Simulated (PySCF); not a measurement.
PySCF job for hydrogen fluoride (FH), SMILES F, ADC(2)/aug-cc-pVDZ. The structure is a stationary point at B3LYP-D3(BJ)/def2-TZVPD.

```python
import numpy as np
from pyscf import gto, scf, dft, adc

mol = gto.M(
    atom='''
    F     0.00000000    0.00000000   -0.09254167
    H     0.00000000    0.00000000    0.83287504
    ''',
    basis='aug-cc-pVDZ',
    charge=0,
    spin=0,
    max_memory=1600,
    verbose=4,
)
mf = scf.RHF(mol)
mf.conv_tol = 1e-10
mf.max_cycle = 100
mf.kernel()
res = {}
for kind, nroots in (('ee', 6), ('ip', 6), ('ea', 2)):
    a = adc.ADC(mf).density_fit('aug-cc-pvdz-ri')
    a.method, a.method_type = 'adc(2)', kind
    e, v, p, x = a.kernel(nroots=nroots)
    res[kind] = (e * 27.211386245988, p)
a = adc.ADC(mf).density_fit('aug-cc-pvdz-ri')
a.method, a.method_type, a.ncvs = 'adc(2)-x', 'ip', 1
e, v, p, x = a.kernel(nroots=1)
res['core ip, CVS-ADC(2)-x'] = (e * 27.211386245988, p)
for kind, (e, p) in res.items():
    print(kind, 'energies / eV', np.round(e, 3), 'strengths', np.round(p, 4))
```

Output:

```
PySCF version 2.14.0

[INPUT] verbose = 4
[INPUT] num. atoms = 2
[INPUT] num. electrons = 10
[INPUT] charge = 0
[INPUT] spin (= nelec alpha-beta = 2S) = 0
[INPUT] symmetry False subgroup None
[INPUT] Mole.unit = angstrom
[INPUT] Symbol           X                Y                Z      unit          X                Y                Z       unit  Magmom
[INPUT]  1 F      0.000000000000   0.000000000000  -0.092541670000 AA    0.000000000000   0.000000000000  -0.174878411410 Bohr   0.0
[INPUT]  2 H      0.000000000000   0.000000000000   0.832875040000 AA    0.000000000000   0.000000000000   1.573905721586 Bohr   0.0

nuclear repulsion = 5.14643278732237
number of shells = 13
number of NR pGTOs = 46
number of NR cGTOs = 32
basis = aug-cc-pVDZ
ecp = {}


[settings echo left out]
init E= -99.8362062852318
  HOMO = -0.658135179844229  LUMO = 0.0232134358054958  gap/eV = 18.54044
cycle= 1 E= -100.006990991536  delta_E= -0.171  |g|= 0.376  |ddm|= 1.06
  HOMO = -0.582691910198576  LUMO = 0.0315591890822837  gap/eV = 16.71462
cycle= 2 E= -100.026870340782  delta_E= -0.0199  |g|= 0.203  |ddm|= 0.304
  HOMO = -0.656351817443792  LUMO = 0.0338622214454745  gap/eV = 18.78168
cycle= 3 E= -100.03290435008  delta_E= -0.00603  |g|= 0.0239  |ddm|= 0.0958
  HOMO = -0.648642363929165  LUMO = 0.0353521909098315  gap/eV = 18.61244
cycle= 4 E= -100.033028463332  delta_E= -0.000124  |g|= 0.00564  |ddm|= 0.0167
  HOMO = -0.649639616421918  LUMO = 0.0355272645020683  gap/eV = 18.64434
cycle= 5 E= -100.033042845051  delta_E= -1.44e-05  |g|= 0.00131  |ddm|= 0.00806
  HOMO = -0.649863797945723  LUMO = 0.0355451982748916  gap/eV = 18.65093
cycle= 6 E= -100.033043917161  delta_E= -1.07e-06  |g|= 0.000168  |ddm|= 0.00296
  HOMO = -0.649911670874609  LUMO = 0.0355484631493539  gap/eV = 18.65232
cycle= 7 E= -100.033043936202  delta_E= -1.9e-08  |g|= 1.47e-05  |ddm|= 0.000322
  HOMO = -0.649913089477085  LUMO = 0.0355488582407162  gap/eV = 18.65237
cycle= 8 E= -100.033043936302  delta_E= -1e-10  |g|= 1.85e-06  |ddm|= 2.37e-05
  HOMO = -0.649912865922367  LUMO = 0.0355489198308847  gap/eV = 18.65237
cycle= 9 E= -100.033043936303  delta_E= -1.42e-12  |g|= 1.44e-07  |ddm|= 4.04e-06
  HOMO = -0.649912897746367  LUMO = 0.035548924281203  gap/eV = 18.65237
Extra cycle  E= -100.033043936303  delta_E= 4.26e-14  |g|= 6.41e-08  |ddm|= 3.83e-07
converged SCF energy = -100.033043936303

******** <class 'pyscf.adc.radc.RADC'> ********
******** ADC Orbital Information ********
Number of Frozen Occupied Orbitals: 0
Number of Frozen Virtual Orbitals: 0
Number of Active Occupied Orbitals: 5
Number of Active Virtual Orbitals: 27
*****************************************
******** <class 'pyscf.df.df.DF'> ********
auxbasis = aug-cc-pvdz-ri
Reference correlation energy (doubles): -0.22504995
MP2 correlation energy of reference state (a.u.) = -0.22504995

******** <class 'pyscf.adc.radc_ee.RADCEE'> ********
max_space = 12
max_cycle = 50
conv_tol = 1e-08

*************************************************************
        ADC calculation summary (singlet states only)
*************************************************************
adc(2) root 0  |  Energy (Eh) =   0.3512488036  |  Energy (eV) =   9.55796678  |  Osc. strength = 0.03829080  |  conv = True
adc(2) root 1  |  Energy (Eh) =   0.3512488036  |  Energy (eV) =   9.55796678  |  Osc. strength = 0.03829080  |  conv = True
adc(2) root 2  |  Energy (Eh) =   0.4878096731  |  Energy (eV) =  13.27397732  |  Osc. strength = 0.00647062  |  conv = True
adc(2) root 3  |  Energy (Eh) =   0.4878096731  |  Energy (eV) =  13.27397732  |  Osc. strength = 0.00647062  |  conv = True
adc(2) root 4  |  Energy (Eh) =   0.5081233706  |  Energy (eV) =  13.82674118  |  Osc. strength = 0.15296668  |  conv = True
adc(2) root 5  |  Energy (Eh) =   0.5300161192  |  Energy (eV) =  14.42247322  |  Osc. strength = 0.00000000  |  conv = True

******** <class 'pyscf.adc.radc.RADC'> ********
******** ADC Orbital Information ********
Number of Frozen Occupied Orbitals: 0
Number of Frozen Virtual Orbitals: 0
Number of Active Occupied Orbitals: 5
Number of Active Virtual Orbitals: 27
*****************************************
******** <class 'pyscf.df.df.DF'> ********
auxbasis = aug-cc-pvdz-ri
Reference correlation energy (doubles): -0.22504995
MP2 correlation energy of reference state (a.u.) = -0.22504995

******** <class 'pyscf.adc.radc_ip.RADCIP'> ********
max_space = 12
max_cycle = 50
conv_tol = 1e-08

*************************************************************
        ADC calculation summary (doublet states only)
*************************************************************
adc(2) root 0  |  Energy (Eh) =   0.5279398221  |  Energy (eV) =  14.36597430  |  Spec. factor = 1.78002089  |  conv = True
adc(2) root 1  |  Energy (Eh) =   0.5279398221  |  Energy (eV) =  14.36597430  |  Spec. factor = 1.78002089  |  conv = True
adc(2) root 2  |  Energy (Eh) =   0.6841493110  |  Energy (eV) =  18.61665100  |  Spec. factor = 1.80499420  |  conv = True
adc(2) root 3  |  Energy (Eh) =   1.3339928376  |  Energy (eV) =  36.29979405  |  Spec. factor = 0.03486403  |  conv = True
adc(2) root 4  |  Energy (Eh) =   1.3353747198  |  Energy (eV) =  36.33739698  |  Spec. factor = 0.00000193  |  conv = True
adc(2) root 5  |  Energy (Eh) =   1.3353747198  |  Energy (eV) =  36.33739698  |  Spec. factor = 0.00000001  |  conv = True

******** <class 'pyscf.adc.radc.RADC'> ********
******** ADC Orbital Information ********
Number of Frozen Occupied Orbitals: 0
Number of Frozen Virtual Orbitals: 0
Number of Active Occupied Orbitals: 5
Number of Active Virtual Orbitals: 27
*****************************************
******** <class 'pyscf.df.df.DF'> ********
auxbasis = aug-cc-pvdz-ri
Reference correlation energy (doubles): -0.22504995
MP2 correlation energy of reference state (a.u.) = -0.22504995

******** <class 'pyscf.adc.radc_ea.RADCEA'> ********
max_space = 12
max_cycle = 50
conv_tol = 1e-08

*************************************************************
        ADC calculation summary (doublet states only)
*************************************************************
adc(2) root 0  |  Energy (Eh) =   0.0305717825  |  Energy (eV) =   0.83190058  |  Spec. factor = 1.99099118  |  conv = True
adc(2) root 1  |  Energy (Eh) =   0.1819140057  |  Energy (eV) =   4.95013223  |  Spec. factor = 1.97262367  |  conv = True

******** <class 'pyscf.adc.radc.RADC'> ********
******** ADC Orbital Information ********
Number of Frozen Occupied Orbitals: 0
Number of Frozen Virtual Orbitals: 0
Number of Active Occupied Orbitals: 5
Number of Active Virtual Orbitals: 27
*****************************************
******** <class 'pyscf.df.df.DF'> ********
auxbasis = aug-cc-pvdz-ri
Reference correlation energy (doubles): -0.22504995
MP2 correlation energy of reference state (a.u.) = -0.22504995

******** <class 'pyscf.adc.radc_ip_cvs.RADCIPCVS'> ********
max_space = 12
max_cycle = 50
conv_tol = 1e-08

*************************************************************
        ADC calculation summary (doublet states only)
*************************************************************
adc(2)-x root 0  |  Energy (Eh) =  25.5522908461  |  Energy (eV) = 695.31324991  |  Spec. factor = 1.60835019  |  conv = True
ee energies / eV [ 9.558  9.558 13.274 13.274 13.827 14.422] strengths [0.0383 0.0383 0.0065 0.0065 0.153  0.    ]
ip energies / eV [14.366 14.366 18.617 36.3   36.337 36.337] strengths [1.78   1.78   1.805  0.0349 0.     0.    ]
ea energies / eV [0.832 4.95 ] strengths [1.991  1.9726]
core ip, CVS-ADC(2)-x energies / eV [695.313] strengths [1.6084]
```

The run converged.

Cost: very roughly 1.3 core-seconds.
